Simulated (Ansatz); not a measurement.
We consider litharge SnO, described by r²SCAN+SOC (Ansatz, a first-principles code, PAW).

Run with plane-wave cutoff 560 eV, 10×10×8 k mesh (along the axes of the cell as run), Fermi–Dirac smearing 0.01 eV, PAW data made under PBE.

Response to compression and expansion:

Shape and atoms are relaxed at each volume.

| V (Å³/atom) | P (GPa) | direct gap at Γ (eV) | smallest gap on the k mesh (eV) | c (Å) |
|---|---|---|---|---|
| 17.162 | 1.21 | 2.461 | 0.046 | 4.772 |
| 17.520 | 0.54 | 2.400 | 0.196 | 4.853 |
| 17.877 | 0.01 | 2.349 | 0.348 | 4.936 |
| 18.235 | -0.40 | 2.310 | 0.501 | 5.022 |
| 18.592 | -0.71 | 2.281 | 0.654 | 5.113 |

The fundamental gap (0.35 eV at the equilibrium volume, with added k points) lies elsewhere than Γ–Γ.

Note: the cell comes from a level without a dispersion term, which matters for the spacing of layers, chains or molecules; the bulk modulus comes from volumes at which shape and atoms were relaxed.
